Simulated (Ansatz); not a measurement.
The input, for Ansatz 0.2.0:

```yaml
crystal:
  periodic: [false, false, false]
  atoms:
    - {symbol: C, position_ang: [0.000000, -0.628053, 1.379377]}
    - {symbol: Na, position_ang: [0.000000, 0.306909, -0.786622]}
    - {symbol: H, position_ang: [0.000000, 0.483753, 1.505021]}
basis:
  gaussian: {orbitals: 6-31G}
magnetization: {spin_polarized: false}
correlation: {method: bccd_t, electrons: outside_noble_gas}
```

```sh
$ ansatz run in.yaml --threads 1 --pin off --events-out ev --progress --plain --max-ram 2393MiB
```

Log:

```
291 factors; integrals over basis functions are off by at most 2.9e-4 eV
mean field evaluation 1: about -5443.6878 eV, gradient 1.1e1 eV
mean field evaluation 2: about -5443.6963 eV, gradient 1.1e1 eV
mean field evaluation 4: about -5444.1922 eV, gradient 8.5e-1 eV
mean field evaluation 8: about -5444.1988 eV, gradient 1.6e-3 eV
mean field evaluation 16: about -5439.0597 eV, gradient 1.7e1 eV
mean field evaluation 32: about -5443.5974 eV, gradient 2.8e0 eV
mean field evaluation 64: about -5443.0072 eV, gradient 6.3e0 eV
mean field evaluation 96: about -5422.6534 eV, gradient 8.6e-3 eV
mean field evaluation 128: about -5436.6583 eV, gradient 3.0e-1 eV
mean field -5444.19878702 eV, -200.0706152124 hartree, gradient 4.6e-6 eV, S^2 0.000000; 6 other end points of the search recorded, 0 dependent functions left out; unrestricted orbitals would lower it
determinant -5444.19878702 eV, -200.0706152124 hartree, with singles and doubles -5446.91012112 eV, -200.1702549031 hartree
determinant -5443.14105113 eV, -200.0317441353 hartree, with singles and doubles -5445.74712268 eV, -200.1275154984 hartree
6 core orbitals not correlated: weight in the atoms' cores, before any rotation towards them, 1.000 or more for the frozen orbitals, at most 0.000 for the correlated occupied ones
reference -5444.19878702 eV, -200.0706152124 hartree; 3, 3 occupied and 15, 15 virtual orbitals, 291 factors
second order -2.09627175 eV of doubles, -0.00000000 eV of singles
cycle   1  -2.70337435 eV  change   -2.4e-2 eV  update   4.6e-2
cycle   2  -2.71910437 eV  change   -1.6e-2 eV  update   1.7e-2
cycle   3  -2.71580929 eV  change    3.3e-3 eV  update   1.3e-2
cycle   4  -2.71939384 eV  change   -3.6e-3 eV  update   6.3e-3
cycle   5  -2.71978058 eV  change   -3.9e-4 eV  update   4.0e-3
cycle   6  -2.72111225 eV  change   -1.3e-3 eV  update   1.3e-3
cycle   7  -2.72166999 eV  change   -5.6e-4 eV  update   6.7e-4
cycle   8  -2.72201001 eV  change   -3.4e-4 eV  update   3.5e-4
cycle   9  -2.72217379 eV  change   -1.6e-4 eV  update   2.6e-4
cycle  10  -2.72223503 eV  change   -6.1e-5 eV  update   1.8e-4
cycle  11  -2.72223929 eV  change   -4.3e-6 eV  update   1.1e-4
cycle  12  -2.72223480 eV  change    4.5e-6 eV  update   6.4e-5
cycle  13  -2.72225344 eV  change   -1.9e-5 eV  update   3.7e-5
cycle  14  -2.72225444 eV  change   -1.0e-6 eV  update   1.8e-5
cycle  15  -2.72226372 eV  change   -9.3e-6 eV  update   1.1e-5
cycle  16  -2.72226198 eV  change    1.7e-6 eV  update   5.0e-6
perturbative correction -0.11409081 eV, -0.0041927601 hartree
Total energy: -5447.03513981 eV, -200.1748492549 hartree
```

The singles that turn the determinant into the Brueckner one have T1 = 0.058.

For the same geometry and basis full CI lies 41.4 meV lower. RHF is unstable: UHF (⟨S²⟩ = 0.96) lies 0.82 eV below the lowest RHF solution. Higher spins weren't run at this geometry and may lie near or lower.

Ran on 1 thread of Arm Neoverse N1, shared host: 0.63 s wall, 0.07 GiB peak host memory.
